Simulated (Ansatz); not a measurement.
# IrRu3: vacancies and the chemical potential

Theory: Ansatz 0.2.0, DFT PBEsol, scalar-relativistic, plane waves, PAW.

Plane waves to 420 eV, a k mesh through Γ of 5×5×5 on the computed 23-atom cell and Gaussian smearing (0.10 eV); no spin polarisation.

The ordered crystal (P6_3/mmc, 13.48 Å³/atom, no gap on the mesh), relaxed at this level:

```
Ru Ir
1.0
     5.40117    0.00000    0.00000
    -2.70059    4.67755    0.00000
     0.00000    0.00000    4.26973
Ru Ir
6 2
Cartesian
  0.0000 1.5516 1.0674
  1.3569 3.9018 1.0674
  -1.3569 3.9018 1.0674
  2.7006 3.1260 3.2023
  1.3437 0.7758 3.2023
  4.0575 0.7758 3.2023
  0.0000 3.1184 3.2023
  2.7006 1.5592 1.0674
```

The crystal stands on its own mesh of 9×9×8. The changed cells were relaxed on coarser meshes and computed once more on meshes like the one named, which can leave forces up to 0.25 eV/Å.

The crystal forms from the elements' standard states with -0.054 eV/atom, or -0.07 eV per Ru. From a supercell of 24 atoms neutral Ru atoms were removed at random and the cells relaxed:

```json
{"Ru removed": "1", "energy a vacancy, Ru-rich (eV)": "2.63", "volume / perfect": "0.985", "gap on mesh (eV)": "0.00"}
{"Ru removed": "3", "energy a vacancy, Ru-rich (eV)": "2.43", "volume / perfect": "0.960", "gap on mesh (eV)": "0.00"}
{"Ru removed": "4", "energy a vacancy, Ru-rich (eV)": "2.47", "volume / perfect": "0.938", "gap on mesh (eV)": "0.00"}
```

Task: Over what range can the formation energy of the neutral Ru vacancy move?

Result: With k vacancies in the cell, E_v = [E(defect cell) − E(perfect cell)]/k + μ(Ru). With μ counted from the standard state, the compound is stable against the two elements for -0.07 eV ≤ Δμ ≤ 0, so for the most dilute cell E_v runs from 2.63 eV (Ru-rich) to 2.63 − 0.07 = 2.56 eV (Ir-rich). At 1000 K the site fraction 1/[1 + exp(E_v/k_BT)] spans 5e-14 to 1e-13. Other phases of the two elements can narrow the range. Vacancies of Ir, antisites and interstitials weren't computed and can be far cheaper. Even the most dilute cell lacks 5.6 % of its Ru, far from an isolated defect.

With 4 vacancies the cost is 2.47 eV each against 2.63 eV: in these draws vacancies lower each other's cost, a drive to cluster or to part into a phase poorer in Ru.

Spin-orbit coupling is left out, which matters for the bands of heavy elements.

Cost: 6 runs of about 27 core-minutes in all (earlier runs that led there not counted), on Intel Xeon 6975P-C (Granite Rapids) (shared hosts).